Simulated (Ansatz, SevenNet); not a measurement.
Elastic constant C12 (GPa) of solids drawn from the class of tetrahedrally bonded semiconductors and semimetals, at two levels: the machine-learned potential SevenNet-0 (trained on PBE and PBE+U data), and PBE (PAW; Ansatz, a program for electronic structure).

```tsv
solid	SevenNet-0	PBE	shift (%)
zinc-blende InP	40.2	45.8	+13.9
zinc-blende GaN (metastable phase)	151	131	-13.2
zinc-blende AgI (metastable phase)	21.4	23.8	+11.2
wurtzite BN (high-pressure phase)	214	129	-40
wurtzite CdS	45.1	44.4	-1.6
zinc-blende AlAs	52.1	48.9	-6.1
zinc-blende GaAs	44.9	41.6	-7.3
zinc-blende AlN (metastable phase)	168	149	-11.3
zinc-blende CuCl	56.6	44.6	-21
3C-SiC	157	127	-19.1
```

The shifts run from -40 % to +13.9 %, with a median of -9.3 %.

Of 10 rows, PBE is the larger in 2 and the smaller in 8.

Ansatz's runs of these crystals have no spin polarisation.

Spin–orbit coupling is left out, also for the solids with elements from indium on (zinc-blende InP, zinc-blende AgI); its size isn't shown.

Each level is taken at its own relaxed cell. Ansatz's density-functional and Hartree–Fock values are scalar-relativistic unless marked +SOC, with PAW data made under PBE.
